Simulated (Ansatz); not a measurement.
# Relative stability

Two relaxed structures of Al₂BH₅, singlet (PBE0-D4/def2-TZVP; forces vanish, vibrations not checked).

A:

```xyz
8
angstrom
Al -1.0834 1.3143 -0.8294
B 0.5870 0.4353 0.0914
Al 0.7814 -1.5385 0.7822
H -1.2685 1.2449 -2.4106
H -2.2197 2.0095 0.0453
H 1.5485 1.1486 0.2414
H 1.3028 -2.6901 -0.1880
H 0.3520 -1.9240 2.2676
```

B:

```xyz
8
angstrom
Al -0.8820 0.3110 0.2024
B 1.1494 0.5807 0.1616
Al 0.9760 -1.3829 0.5741
H 0.4894 1.1628 1.0943
H -2.3291 0.9068 0.4463
H 1.9257 1.3141 -0.3613
H 1.1969 -2.9329 0.3482
H -0.7246 -1.1995 1.1014
```

Ansatz 0.2.0; basis: def2-TZVPP; cores frozen in the correlated methods. B3LYP uses VWN-RPA correlation.

Task: Which structure is lower at CCSD(T), and by how much? (An estimate is asked for; the value comes from the calculation.)

Result: The calculation gives: B, by 106.9 kJ/mol (electronic energy, against the other). By their contacts, A is Al₂BH₅ ([AlH2][BH][AlH2]) and B is Al₂BH₅ ([H]1[BH]2[AlH]3[H][AlH]123).

All methods give the same order:

| method | E(B) − E(A) (kJ/mol) |
| --- | --- |
| PBE-D4 | -134.1 |
| r2SCAN-D4 | -127.7 |
| PBE0-D4 | -124.5 |
| B3LYP-D4 | -94.3 |
| wB97M-V | -107.0 |
| HF | -21.3 |
| MP2 | -120.5 |
| CCSD | -92.1 |
| CCSD(T) | -106.9 |

No T1 diagnostic of these runs exceeds 0.014.

Labels in which every atom is bracketed show which atoms are joined, not bond orders.

For scale, one of the runs: CCSD(T)/def2-TZVPP, 185 basis functions, launched by `ansatz run in.yaml --threads 2 --pin off --events-out ev --progress --plain --max-ram 4352MiB`. Time: 23 s of wall clock on 2 CPU threads of an Arm Neoverse V1; the host was shared. Peak host memory: 1.6 GiB.
